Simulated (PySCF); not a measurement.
acetyl chloride: calculation against experiment

**Experimental background.**

From NIST CCCBDB Release 22 (SRD 101), experimental dipoles, for the gas: dipole moment (dielectric constant against temperature) 2.72 D.

The results are set against them at the end.

Compound: acetyl chloride, C2H3ClO.
Numbering: `[CH3:1][C:2](=[O:3])[Cl:4]` (hydrogens: H5, H6, H7 on C1)

Geometry (PBE0-D3(BJ)/def2-SVP, Å), atoms numbered from 1 in this order:
```xyz
7
C2H3ClO angstrom
C     -0.3671   -0.4411   -0.1631
C      1.0745   -0.0880   -0.3380
O      1.5392    0.9794   -0.5393
Cl     2.1299   -1.5366   -0.2044
H     -0.9791    0.4652   -0.2520
H     -0.5123   -0.9100    0.8208
H     -0.6587   -1.1805   -0.9228
```

Runs made with PySCF (gas phase, on this PBE0-D3(BJ)/def2-SVP geometry; no spin–orbit coupling):

```
                             level                                                                            job  basis functions  wall time
PBE0-D3(BJ)/def2-SVP, grid level 1                                    geometry optimisation from a GFN2-xTB start               75      7.9 s
                     PBE0/pcSseg-1                                        shieldings, charges and field gradients               90      4.7 s
                 mPW1PW91/pcSseg-2                                                                     shieldings              193       11 s
               CAM-B3LYP/def2-SVPD  10 singlets by full TDDFT, 4 Tamm–Dancoff triplets, polarisability, ΔSCF ions              114       40 s
```

Hardware: Arm Neoverse V1, one thread (shared host).

Results beside the measurements:

**Dipole moment.** Measured: 2.72 D (NIST CCCBDB Release 22 (SRD 101), experimental dipoles).

| level | computed (D) | computed − measured (D) | % (from the printed values) |
| --- | --- | --- | --- |
| PBE0-D3(BJ)/def2-SVP | 2.71 | -0.01 | 0 |
| PBE0/pcSseg-1 | 2.88 | +0.16 | +6 |
| mPW1PW91/pcSseg-2 | 2.87 | +0.15 | +6 |
| CAM-B3LYP/def2-SVPD | 2.86 | +0.14 | +5 |

Closest is PBE0-D3(BJ)/def2-SVP (-0.01 D), furthest PBE0/pcSseg-1 (+0.16 D); one molecule doesn't rank methods. The computed dipoles belong to one fixed geometry; measured ones are averaged over vibrations unless marked μe. Magnitudes are compared, not signs.

The geometry is computed, not the measured one. Where a level misses, the cause wasn't examined.
